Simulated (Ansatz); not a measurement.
A nudged elastic band was laid between two geometries of C₄H₉FS (15 atoms, charge 0, multiplicity 1).

Level of theory: Ansatz 0.2.0, RKS PBE/6-31G.

* movable images: 5
* climbing image: yes
* spring: 5.0 eV/Å²
* optimiser: quadratic models (default)
* start path: IDPP
* force threshold: 0.05 eV/Å
* iteration limit: 58
* end points: relaxed

Image 0:

```xyz
15
Properties=species:S:1:pos:R:3
C -0.089 -2.342 0.459
S -1.305 -0.909 0.264
C -0.051 0.533 0.173
C 0.852 0.452 -1.049
C -0.828 1.833 0.314
F 0.825 0.419 1.341
H 0.309 -2.665 -0.513
H -0.648 -3.162 0.929
H 0.715 -2.004 1.128
H 1.585 1.277 -1.019
H 1.406 -0.499 -1.071
H 0.257 0.536 -1.972
H -1.539 1.955 -0.520
H -0.124 2.682 0.304
H -1.386 1.845 1.262
```

Image 6:

```xyz
15
Properties=species:S:1:pos:R:3
C -0.200 -2.376 0.157
S -1.331 -0.894 -0.150
C -0.087 0.513 0.217
C 1.077 0.543 -0.761
C -0.875 1.811 0.318
F 0.491 0.247 1.537
H 0.412 -2.605 -0.727
H -0.858 -3.225 0.388
H 0.428 -2.142 1.028
H 1.784 1.339 -0.469
H 1.620 -0.415 -0.760
H 0.716 0.742 -1.782
H -1.639 1.734 1.105
H -1.370 2.042 -0.639
H -0.188 2.637 0.568
```

Q: Which bonds break or form, and what moves?

A: No bond is made or broken. The dihedral S2–C3–C5–H13 goes from -63 to 58°. The two ends are copies of one structure, up to a mirror image or an exchange of like atoms.

Q: What energy profile does the band end with?

A: The run converged. The highest image is number 3 of 0 to 6, 0.130 eV above the ends, which have the same energy within 2 meV. A vibrational analysis at the climbing image gives one clearly imaginary mode, 225i cm⁻¹: a first-order saddle point. Limits of this set-up: no polarisation functions.

| image | path coordinate (Å) | energy (eV) | dihedral S2–C3–C5–H13 (°) |
| --- | --- | --- | --- |
| 0 | 0.00 | 0.000 | -63 |
| 1 | 0.59 | 0.031 | -43 |
| 2 | 1.18 | 0.096 | -22 |
| 3 | 1.76 | 0.130 | -2 |
| 4 | 2.36 | 0.095 | 19 |
| 5 | 2.95 | 0.030 | 39 |
| 6 | 3.55 | 0.000 | 58 |

Q: What is the geometry of the highest image?

A: 
```xyz
15
Properties=species:S:1:pos:R:3
C -0.203 -2.381 0.176
S -1.338 -0.897 -0.095
C -0.082 0.514 0.217
C 1.054 0.523 -0.795
C -0.860 1.833 0.323
F 0.547 0.240 1.516
H 0.373 -2.617 -0.730
H -0.853 -3.227 0.439
H 0.459 -2.141 1.020
H 1.771 1.321 -0.533
H 1.594 -0.436 -0.797
H 0.663 0.713 -1.807
H -1.942 1.694 0.173
H -0.496 2.570 -0.412
H -0.708 2.240 1.335
```

Q: What are the harmonic wavenumbers there?

A: 225i, 90, 155, 194, 275, 289, 313, 363, 404, 449, 568, 665, 765, 908, 966, 973, 982, 1009, 1148, 1182, 1214, 1339, 1404, 1415, 1471, 1476, 1483, 1486, 1488, 1494, 2995, 3002, 3017, 3081, 3089, 3101, 3105, 3127, 3139 cm⁻¹.

Run time: 2.5 min on 1 thread of Arm Neoverse V1 (shared host), peak memory 0.14 GiB.
